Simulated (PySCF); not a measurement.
Compound: boranyloxyborane, B₂H₄O.
Geometry (PBE0-D3(BJ)/def2-SVP, Å), atoms numbered from 1 in this order:
```xyz
7
B2H4O angstrom
B      1.2516   -0.2231   -0.3380
O      0.0158    0.0024    0.1086
B     -1.2235    0.1994    0.5595
H      1.4271   -1.1281   -1.1212
H      2.1466    0.4873    0.0582
H     -1.9453    0.9550   -0.0492
H     -1.5738   -0.3851    1.5589
```

Theory: PySCF, TDDFT CAM-B3LYP/def2-SVPD, vertical, gas phase, core orbitals frozen in the response.

Transition dipole moments from the ground state, in atomic units and in the frame of the coordinates above (overall signs are arbitrary), for the states with f of 0.002 or more among the lowest 8:

```csv
state,E (eV),μx,μy,μz
S3,7.643,-0.645,0.119,0.237
S4,7.647,1.270,-0.213,-0.468
S5,8.480,-0.131,-0.291,-0.180
S6,8.482,0.086,-0.214,0.285
S7,9.334,0.142,0.325,0.238
S8,9.336,0.072,-0.268,0.324
```

**Question.** Work out the oscillator strengths.

**Answer.** f = (2/3) ΔE |μ|² with ΔE in hartree (27.2114 eV).

```json
{"state": "S3", "|μ|² (au)": "0.486", "|μ| (D)": "1.77", "f": "0.091"}
{"state": "S4", "|μ|² (au)": "1.877", "|μ| (D)": "3.48", "f": "0.352"}
{"state": "S5", "|μ|² (au)": "0.134", "|μ| (D)": "0.93", "f": "0.028"}
{"state": "S6", "|μ|² (au)": "0.134", "|μ| (D)": "0.93", "f": "0.028"}
{"state": "S7", "|μ|² (au)": "0.182", "|μ| (D)": "1.09", "f": "0.042"}
{"state": "S8", "|μ|² (au)": "0.182", "|μ| (D)": "1.08", "f": "0.042"}
```

**Question.** The point group is D2d. Which irreducible representation does each state belong to?

**Answer.** The ground state is totally symmetric, so the direction of μ fixes the label. Polarised along the S4 axis, so B2: S3 and S4. Polarised across the S4 axis, so E: S5, S6, S7 and S8.

**Question.** What angle do the transition dipoles of S3 and S4 make?

**Answer.** |cos θ| = |μa·μb| / (|μa| |μb|) = 1.00, so θ ≈ 1° (taken between 0 and 90°, since the signs are arbitrary).

**Question.** How is the summed strength of these states shared among x, y and z?

**Answer.** (2/3) Σ ΔE μα² gives 0.391 for x, 0.079 for y and 0.112 for z, 0.582 in all.

**Question.** What peak molar absorption coefficient would the strongest computed level give as a lone Gaussian band 0.5 eV wide at half height?

**Answer.** ε(max) = 2.175×10⁸ f / FWHM, with the width in cm⁻¹. S4: 2.175×10⁸ × 0.3517 / 4033 ≈ 19000 L mol⁻¹ cm⁻¹.

S5/S6 and S7/S8 coincide within about 0.01 eV; within a degenerate level the directions of the single components are arbitrary.

All these states lie below the vertical ionisation energy of 11.59 eV (ΔSCF).
